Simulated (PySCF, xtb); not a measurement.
F₄Si, SMILES F[Si](F)(F)F (connectivity only; charge and spin as stated), charge -1, multiplicity 2.

Harmonic wavenumbers (cm⁻¹) from xtb 6.7.1 with GFN2-xTB at its own minimum, in rising order: 123, 240, 290, 341, 343, 426, 538, 713, 768.

What does r2SCAN-D4/def2-SVPD in PySCF give at its own minimum? (Estimate from the structure and the level; the computed values follow.)

178, 232, 306, 379, 394, 520, 749, 758, 783. Paired by order, the mean absolute difference is 60 cm⁻¹ and the zero-point energies are 5.4 and 6.1 kcal/mol.
